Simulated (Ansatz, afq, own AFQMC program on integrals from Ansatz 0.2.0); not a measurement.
## HfOF2, singlet: AFQMC among the cluster methods

```yaml
atoms:
  - { symbol: Hf, position_ang: [-0.1281, 0.0474, 0.0322] }
  - { symbol: O, position_ang: [0.4309, 1.7097, 0.0322] }
  - { symbol: F, position_ang: [0.4789, -1.0488, -2.0041] }
  - { symbol: F, position_ang: [0.3614, -0.8366, 1.6743] }
```

Connectivity, by distances: O–Hf(–F)–F.

Basis def2-SVP with its core potentials. Only valence electrons are correlated. Integrals, coupled cluster, full CI and functionals: Ansatz 0.2.0; the random walks run on the same integrals in our own AFQMC program. The CISD trial takes its coefficients from CCSD amplitudes. Released means that phaseless walkers are propagated on without the constraint, phases kept. ± is one standard error of the sampling. No spin–orbit coupling. The metal's outer-core s and p shells are frozen, which shifts wave-function levels against functionals.

Determinant: RHF, the one that the program's search chose, which needn't be the lowest solution. The geometry is a point of a scan.

No full CI on the walks' own integrals is used here; CCSDT(Q) serves as the reference and is uncertain by about the last step of the cluster series.

Cautions: no spin-orbit coupling; outer-core shells of the metal frozen; higher spins were not checked.

The T1 diagnostic is 0.0254 and the weight of the determinant in the CISD state is 0.823. The size of the correlated space is 24 electrons in 67 orbitals.

```csv
level,correlation energy (eV)
MP2,-18.7208
CCSD,-18.1822
CCSD(T),-18.7411
```

Q: Estimate where AFQMC with the constraint released lies against CCSD(T) on the same integrals.

A: 1.95 ± 0.47 kcal/mol below CCSD(T).

Reference: CCSDT(Q), correlation energy -18.823 eV. The released energy is read at 1.20 1/Eh (meV from the phaseless value at times in 1/Eh: -3 ± 14 at 0.24, -1 ± 13 at 0.48, -14 ± 15 at 0.80, 3 ± 20 at 1.20).

```tsv
level	E − E(reference) (kcal/mol)	share of correlation (%)
CCSD(T)	1.89	99.57
CCSDT	1.59	99.63
ph-AFQMC/CISD	-0.13 ± 0.24	100.03
released AFQMC	-0.07 ± 0.47	100.02
```

Released energies are given only where the last usable release times agree within the noise; a slower fall can still hide under it.
